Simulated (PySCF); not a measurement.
# CH4O: a look at the electrons

Aim: take CH4O and compute its lowest excited states, pull one bond apart with RHF, UHF and CASSCF and measure its response to a uniform field.

The runs use PySCF 2.14.0; levels as typed in each script, gas phase, geometry from GFN2-xTB.

**1. Where the work starts**

6 atoms, charge 0, spin multiplicity 1.

Bond lengths: C1–O2 1.406 Å, C1–H3 1.088 Å, C1–H4 1.095 Å, C1–H5 1.096 Å, O2–H6 0.963 Å. Angles: O2–C1–H3 106.5°, O2–C1–H4 111.7°, O2–C1–H5 111.7°, H3–C1–H4 108.9°, H3–C1–H5 108.9°, H4–C1–H5 109.0°, C1–O2–H6 109.0°.

Geometry (Å):

```xyz
6
charge 0, multiplicity 1
C     0.65974    0.02003    0.00005
O    -0.73925   -0.12279   -0.00003
H     1.07340   -0.98663   -0.00620
H     1.01375    0.54364    0.89459
H     1.01270    0.55443   -0.88887
H    -1.14427    0.75073    0.00042
```

**2. Excited states (CAM-B3LYP/6-31g*)**

input.py reads:

```python
import numpy as np
from pyscf import gto, scf, dft, tdscf
from pyscf.scf import atom_ks, atom_hf
from scipy.linalg import block_diag

def solve(mol, dm0=None, hcore=None):
    mf = (dft.UKS if mol.spin else dft.RKS)(mol, xc='camb3lyp')
    mf.grids.level = 3
    mf = mf.density_fit(auxbasis='def2-universal-jkfit')
    mf.conv_tol, mf.max_cycle = 1e-8, 80
    if hcore is not None:
        mf.get_hcore = lambda *args: hcore
    mf.kernel(dm0)
    if not mf.converged:
        mf = mf.newton().run(mf.mo_coeff, mf.mo_occ, max_cycle=30)
    assert mf.converged, 'SCF not converged'
    return mf

mol = gto.M(atom='''
C      0.65974     0.02003     0.00005
O     -0.73925    -0.12279    -0.00003
H      1.07340    -0.98663    -0.00620
H      1.01375     0.54364     0.89459
H      1.01270     0.55443    -0.88887
H     -1.14427     0.75073     0.00042
''', basis='6-31g*', charge=0, spin=0, verbose=4)
mf = solve(mol)
td = mf.TDA()
td.nstates, td.singlet, td.conv_tol = 6, True, 1e-5
td.kernel()
td.analyze()
x, y = np.array([p[0] for p in td.xy]), np.array([p[1] + 0 * p[0] for p in td.xy])
f, mu = td.oscillator_strength(), td.transition_dipole()
nto = [td.get_nto(state=i + 1, verbose=4) for i in range(len(td.e))]
# spherically averaged free atoms, for the promolecule
atm = atom_ks.get_atm_nrks(mol, xc='camb3lyp')
pro = block_diag(*[(atm[a[0]][2] * atm[a[0]][3]) @ atm[a[0]][2].T for a in mol._atom])
np.savez('result.npz', e=td.e, f=f, ok=td.converged, w=[n[0] for n in nto], nto=[n[1] for n in nto], x=x, y=y, c=mf.mo_coeff, occ=mf.mo_occ, eps=mf.mo_energy, pro=pro, mu=mu)
```

The run is started by

```bash
OMP_NUM_THREADS=1 python input.py
```

**4. Stretching a bond (cc-pvdz)**

input.py reads:

```python
import numpy as np
from pyscf import gto, scf, mcscf

mol = gto.M(atom='''
C      0.65974     0.02003     0.00005
O     -0.73925    -0.12279    -0.00003
H      1.07340    -0.98663    -0.00620
H      1.01375     0.54364     0.89459
H      1.01270     0.55443    -0.88887
H     -1.14427     0.75073     0.00042
''', basis='cc-pvdz', charge=0, spin=0, verbose=4)
# stretch the bond between atoms 1 and 2, from long to short, fragments rigid
a, b, move = 0, 1, [1, 5]
xyz = mol.atom_coords(unit='Angstrom')
u = xyz[b] - xyz[a]
r0 = np.linalg.norm(u)
rows, last, dm_u = [], None, None
for r in [3.98, 3.12, 2.56, 2.2, 1.92, 1.7, 1.56, 1.42, 1.31]:
    new = xyz.copy()
    new[move] += u / r0 * (r - r0)
    m = mol.set_geom_(new, unit='Angstrom', inplace=False)
    rhf = scf.RHF(m).density_fit(auxbasis='def2-universal-jkfit').run()
    uhf = scf.UHF(m).density_fit(auxbasis='def2-universal-jkfit').newton()
    if dm_u is None:
        c = rhf.mo_coeff
        h = m.nelectron // 2 - 1
        ca, cb = c.copy(), c.copy()
        ca[:, h], cb[:, h] = (c[:, h] + c[:, h + 1]) / 2**.5, (c[:, h] - c[:, h + 1]) / 2**.5
        dm_u = np.array([x[:, :h + 1] @ x[:, :h + 1].T for x in (ca, cb)])
    uhf.kernel(dm0=dm_u)
    for _ in range(3):
        c, _, stable, _ = uhf.stability(return_status=True)
        if stable:
            break
        uhf.kernel(c, uhf.mo_occ)
    dm_u = uhf.make_rdm1()
    mc = mcscf.CASSCF(rhf, 2, 2)
    mc.natorb = True
    mc.fix_spin_(ss=0)
    guess = mcscf.addons.make_natural_orbitals(uhf)[1] if last is None else mcscf.project_init_guess(mc, last.mo_coeff, last.mol)
    mc.kernel(guess)
    last = mc
    act = slice(mc.ncore, mc.ncore + mc.ncas)
    print('r %.3f  RHF %.6f  UHF %.6f  <S^2> %.3f  CASSCF %.6f  occupations' % (r, rhf.e_tot, uhf.e_tot, uhf.spin_square()[0], mc.e_tot), mc.mo_occ[act].round(4))
    rows.append((new, rhf.e_tot, uhf.e_tot, uhf.spin_square()[0], mc.e_tot, mc.mo_occ[act], mc.mo_coeff[:, act], dm_u[0] - dm_u[1], rhf.converged and uhf.converged and mc.converged))
    np.savez('result.npz', **{k: [row[i] for row in rows] for i, k in enumerate('xyz rhf uhf s2 cas occ c spin ok'.split())})
```

**6. Response to an electric field (PBE0/def2-svp)**

input.py reads:

```python
import numpy as np
from pyscf import gto, scf, dft
from pyscf.scf import atom_ks, atom_hf
from scipy.linalg import block_diag

def solve(mol, dm0=None, hcore=None):
    mf = (dft.UKS if mol.spin else dft.RKS)(mol, xc='pbe0')
    mf.grids.level = 3
    mf = mf.density_fit(auxbasis='def2-universal-jkfit')
    mf.conv_tol, mf.max_cycle = 1e-8, 80
    if hcore is not None:
        mf.get_hcore = lambda *args: hcore
    mf.kernel(dm0)
    if not mf.converged:
        mf = mf.newton().run(mf.mo_coeff, mf.mo_occ, max_cycle=30)
    assert mf.converged, 'SCF not converged'
    return mf

mol = gto.M(atom='''
C      0.65974     0.02003     0.00005
O     -0.73925    -0.12279    -0.00003
H      1.07340    -0.98663    -0.00620
H      1.01375     0.54364     0.89459
H      1.01270     0.55443    -0.88887
H     -1.14427     0.75073     0.00042
''', basis='def2-svp', charge=0, spin=0, verbose=4)
field = np.array([-0.01, -0.0, -0.0])  # atomic units
mol.set_common_orig(mol.atom_charges() @ mol.atom_coords() / mol.atom_charges().sum())
mf = solve(mol)
out = dict(dm0=mf.make_rdm1(), d0=mf.dip_moment(unit='AU'), e0=mf.e_tot)
for name, sign in (('p', 1), ('m', -1)):
    h = mf.get_hcore() + sign * np.einsum('x,xij->ij', field, mol.intor('int1e_r'))
    mi = solve(mol, mf.make_rdm1(), h)
    out.update({'dm' + name: mi.make_rdm1(), 'd' + name: mi.dip_moment(unit='AU'), 'e' + name: mi.e_tot})
# spherically averaged free atoms, for the promolecule
atm = atom_ks.get_atm_nrks(mol, xc='pbe0')
pro = block_diag(*[(atm[a[0]][2] * atm[a[0]][3]) @ atm[a[0]][2].T for a in mol._atom])
np.savez('result.npz', pro=pro, **out)
```

(Steps that only read results are left out.)

What does the calculation give? Wanted: lowest singlet excitation; polarisability along the field.

The runs gave:

| quantity | value |
| --- | --- |
| lowest singlet excitation (CAM-B3LYP/6-31g*) | 7.87 eV |
| polarisability along the field (PBE0/def2-svp) | 17.0 bohr³ |

What this shows: All values hold at the given geometry, in the gas phase.
